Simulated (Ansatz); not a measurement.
# Si2H3F: one structure at several levels

One table from this session's results is given with a row withheld; the runs are named, their logs left out.

Method: single points in def2-TZVPP; program: Ansatz 0.2.0, Gaussian basis.

Cores are frozen in the correlated methods.

## Starting geometry

SMILES `F[SiH]=[SiH2]`, 6 atoms, charge 0, spin multiplicity 1.

Atoms are counted from 1 here; the program's logs count them from 0.

Bond lengths: F1–Si2 1.654 Å, Si2–Si3 2.227 Å, Si2–H4 1.467 Å, Si3–H5 1.507 Å, Si3–H6 1.451 Å. Angles: F1–Si2–Si3 110.4°, F1–Si2–H4 96.8°, Si3–Si2–H4 129.8°, Si2–Si3–H5 109.9°, Si2–Si3–H6 116.0°, H5–Si3–H6 102.2°.

Coordinates:

```tsv
atom	x (Å)	y (Å)	z (Å)
F1	-1.57120	-1.38200	0.71010
Si2	-0.07670	-1.04380	0.08840
Si3	0.15890	1.14940	-0.21900
H4	-0.04120	-2.13880	-0.88730
H5	1.56900	1.45920	-0.65020
H6	0.01210	1.97620	0.96390
```

The first run:

Input file run/in.yaml:

```yaml
crystal:
  periodic: [false, false, false]
  atoms:
    - {symbol: F, position_ang: [-1.571200, -1.382000, 0.710100]}
    - {symbol: Si, position_ang: [-0.076700, -1.043800, 0.088400]}
    - {symbol: Si, position_ang: [0.158900, 1.149400, -0.219000]}
    - {symbol: H, position_ang: [-0.041200, -2.138800, -0.887300]}
    - {symbol: H, position_ang: [1.569000, 1.459200, -0.650200]}
    - {symbol: H, position_ang: [0.012100, 1.976200, 0.963900]}
basis:
  gaussian: {orbitals: def2-TZVPP}
correlation: {method: ccsd_t}
output: {forces: true}
```

The command line of these runs was not kept.

Among the steps run: CCSD(T)/def2-TZVPP; PBE0-D4/def2-TZVPP; wB97M-V/def2-TZVPP; r2SCAN-D4/def2-TZVPP; PBE-D4/def2-TZVPP; BHLYP-D4/def2-TZVPP; BLYP-D4/def2-TZVPP.

One table of the session follows, with a row left open; its other results are not shown here.

| method | RMS force component (eV/Å) | angle to CCSD(T) forces (°) | dipole (D) |
| --- | --- | --- | --- |
| CCSD(T) | 0.675 | reference | 1.28 |
| PBE0-D4 | 0.679 | 11.6 | 1.28 |
| wB97M-V | 0.626 | 11.7 | 1.24 |
| r2SCAN-D4 | 0.662 | 10.3 | 1.19 |
| PBE-D4 | 0.561 | 22.9 | 1.15 |
| BHLYP-D4 | 0.773 | 11.2 | 1.39 |
| BLYP-D4 | ? | ? | ? |

Estimate the missing values for BLYP-D4.

The run gave: RMS force component (eV/Å): 0.514; angle to CCSD(T) forces (°): 21.3; dipole (D): 1.16. In the column «RMS force component (eV/Å)» it is the lowest.
